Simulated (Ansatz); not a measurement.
# SiH$_{3}$⁺, triplet along the distance Si1-H3

Starting geometry (PBE0/def2-TZVP stationary point for this spin, not checked as a minimum):

```yaml
atoms:
  - { symbol: Si, position_ang: [0.0000, 0.0677, -0.0787] }
  - { symbol: H, position_ang: [0.0000, -1.2255, -0.8234] }
  - { symbol: H, position_ang: [0.4393, -0.3298, 1.5083] }
  - { symbol: H, position_ang: [-0.4393, -0.3298, 1.5083] }
```

From there H3 moves along the line of the two atoms named below, all else staying in place; atoms are numbered as listed. Energies are in kcal/mol, counted from the starting geometry at the same level. Kohn–Sham curves are unrestricted where that lies lower.

Basis cc-pVDZ; Ansatz 0.2.0. Only valence electrons are correlated (noble-gas cores frozen).

In so small a basis the reference is far from its limit while semilocal and hybrid functionals are nearer theirs (RPA and double hybrids share much of the reference's basis error), so the functionals' errors here hold much of the reference's basis and frozen-core error, which can add to them or hide them.

Full CI is exact within this basis and frozen core; it isn't the basis-set limit.

```csv
distance Si1-H3 (Å),full CI,PBE,revPBE,r2SCAN,PBE0,B3LYP,BHLYP,wB97M-V,B2PLYP,RPA-PBE
1.372,16.3,16.6,16.8,15.6,16.0,16.0,15.4,15.6,15.8,16.4
1.491,5.9,6.3,6.4,5.6,5.8,6.0,5.5,5.7,5.7,6.1
1.694,0.0,0.0,0.0,0.0,0.0,0.0,0.0,0.0,0.0,0.0
1.896,3.0,1.8,1.8,2.8,2.7,2.3,3.2,2.7,2.9,2.4
2.050,9.2,6.8,6.8,8.5,8.6,7.6,9.5,8.6,8.9,8.0
2.314,23.3,18.6,18.7,21.5,22.1,19.8,23.2,22.3,22.5,20.6
2.757,35.6,31.7,31.7,35.0,34.9,31.4,33.2,34.6,33.6,32.6
3.184,33.5,33.2,32.9,37.5,35.0,31.9,31.9,33.6,32.4,31.8
3.649,31.6,33.2,32.5,37.9,34.4,31.5,30.8,32.3,31.2,30.4
4.539,31.0,33.2,32.3,38.5,34.6,31.8,30.7,31.7,31.0,27.9
5.866,31.1,32.5,31.5,38.1,34.8,31.9,30.8,31.9,31.0,22.1
```

PBE0 at 5.866 Å lies 3.8 kcal/mol (12 %) above the reference in this basis. r2SCAN at 5.866 Å lies 7.1 kcal/mol (23 %) above the reference in this basis.
